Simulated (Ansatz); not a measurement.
Input for Ansatz (development build ahead of 0.2.0):

```yaml
crystal:
  periodic: [false, false, false]
  atoms:
    - { symbol: "N", position_ang: [0.0, 0.0, 0.0] }
    - { symbol: "N", position_ang: [0.0, 0.0, -2.26] }
    - { symbol: O, position_ang: [0.0, 0.0, 2.36] }
basis:
  gaussian: { orbitals: pcseg-2 }
hamiltonian:
  xc: hf
```

The input is written out in the form of the current development build from the run's settings.

Output:

```json
{"Converged": "yes", "Total energy": "-183.12071 hartree", "Spin squared of the determinant": "0.000", "Stability test": "minimum among restricted orbitals"}
```

Caution: stretched shape with no unrestricted run beside it, a lower state can exist.
